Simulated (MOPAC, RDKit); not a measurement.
Species: CF₄, charge 0, multiplicity 1. SMILES: FC(F)(F)F

Atoms: C1, F2, F3, F4, F5. Bonds: C1-F2, C1-F3, C1-F4, C1-F5.

Bond lengths (Å) and angles (degrees) optimised at UFF with RDKit; MMFF94 with RDKit; PM7 with MOPAC; MNDO with MOPAC, each started from the B3LYP-D3(BJ)/def2-TZVP structure (Ansatz) of the last column. A row stands for all coordinates that are equal there. No wavenumbers were computed at UFF, MMFF94, MNDO, so these may be saddle points.

```json
[
 {"coordinate": "C1-F2", "UFF": "1.382", "MMFF94": "1.344", "PM7": "1.318", "MNDO": "1.347", "B3LYP-D3(BJ)/def2-TZVP": "1.326"},
 {"coordinate": "F2-C1-F3", "UFF": "109.5", "MMFF94": "109.5", "PM7": "109.5", "MNDO": "109.5", "B3LYP-D3(BJ)/def2-TZVP": "109.5"}
]
```

Mean signed difference of all 4 bond lengths from B3LYP-D3(BJ)/def2-TZVP: UFF 0.055 Å, MMFF94 0.017 Å, PM7 -0.008 Å, MNDO 0.021 Å.
